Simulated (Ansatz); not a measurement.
hcp Ru, treated with LDA (plane waves, PAW; Ansatz, an electronic-structure program).

Settings: plane-wave cutoff 520 eV, 24×24×14 k mesh (along the axes of the cell as run), Fermi–Dirac smearing 0.05 eV, no spin polarisation, scalar-relativistic PAW data made under PBE.

Response to compression and expansion:

Shape and atoms are relaxed at each volume.

| V (Å³/atom) | P (GPa) | c (Å) | a (Å) |
|---|---|---|---|
| 12.564 | 16.46 | 4.170 | 2.638 |
| 12.826 | 7.75 | 4.196 | 2.657 |
| 13.087 | 0.00 | 4.222 | 2.676 |
| 13.349 | -6.92 | 4.247 | 2.694 |
| 13.611 | -13.07 | 4.272 | 2.713 |
